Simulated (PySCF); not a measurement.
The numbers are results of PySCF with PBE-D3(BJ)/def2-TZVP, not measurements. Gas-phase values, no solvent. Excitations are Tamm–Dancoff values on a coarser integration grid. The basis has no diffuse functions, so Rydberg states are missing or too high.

Reference species (SMILES): `ClB(Cl)Cl` (neutral, multiplicity 1).

The brightest of the four lowest singlets (TDA) is 6.64 eV. The S1 excitation (TDA) comes out as 5.09 eV.

Changed species: `[SiH3]B([SiH3])Cl` (2 of 3 Cl replaced by SiH3; the reference has 0 of 3 Cl replaced by SiH3).

Problem. Give the shifts of the brightest of the four lowest singlets (TDA) and S1 excitation (TDA).

Solution. the brightest of the four lowest singlets (TDA) decreases by 1.41 eV, to 5.23 eV; the S1 excitation (TDA) drops by 2.08 eV, to 3.01 eV.
